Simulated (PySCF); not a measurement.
Methanethiol, CH₄S, SMILES CS, point group Cs.

Force field and properties: B3LYP/pcSseg-1 (PySCF, grid level 2). Vibrational terms come from second-order perturbation theory with semi-diagonal cubic constants, by steps of ±0.6 along the normal coordinates of each isotopologue. The parent has the commonest isotopes.

Equilibrium geometry (Å):

| atom | x | y | z |
| --- | --- | --- | --- |
| C1 | -0.4952 | 0.0319 | -0.0614 |
| S2 | 1.2109 | 0.6946 | 0.0707 |
| H3 | -0.7795 | -0.5259 | 0.8342 |
| H4 | -0.6148 | -0.5947 | -0.9486 |
| H5 | -1.1529 | 0.8995 | -0.1557 |
| H6 | 1.8439 | -0.4975 | 0.1745 |

Problem. Give the equilibrium and ground-state rotational constants (MHz) of parent; ²H at 5; ²H at 6; ²H at 3, ²H at 4, ²H at 5; ²H at 3; ³³S at 2; ³³S at 2, ²H at 5.

Solution. 
```
                  species      Ae     Be     Ce      A0     B0      C0  Δ0 (u Å²)  harmonic ZPE (cm⁻¹)
                   parent  102200  12685  12163  101140  12558   12049     -3.295                10041
                  ²H at 5   85438  11928  11219   84620  11812   11116     -3.296                 9356
                  ²H at 6   77012  12478  11530   76399  12364   11426     -3.259                 9523
²H at 3, ²H at 4, ²H at 5   62132  10349  10008   61578  10252  9923.5     -6.576                 7962
                  ²H at 3   85450  11717  11333   84607  11604   11231     -4.525                 9355
                 ³³S at 2  102170  12576  12062  101100  12451   11950     -3.295                10038
        ³³S at 2, ²H at 5   85401  11822  11124   84584  11707   11023     -3.296                 9353
```

Δ0 = Ic − Ia − Ib from the ground-state constants.

Problem. How is the parent's vibrational correction B0 − Be made up?

Solution. 
```
axis  harmonic  Coriolis  cubic  total (MHz)
   a       505     -1170   -400        -1060
   b      31.1     -9.45   -148         -126
   c      24.4     -5.87   -133         -114
```

Problem. And its quartic centrifugal distortion constants from the harmonic force field?

Solution. Asymmetric top, A reduction, Ir representation: ΔJ = 16 kHz, ΔJK = 99.8 kHz, ΔK = 658 kHz, δJ = 0.633 kHz, δK = -302 kHz.

A mode lies under 250 cm⁻¹, where this perturbation treatment is rough. Internal rotors are held in one well.
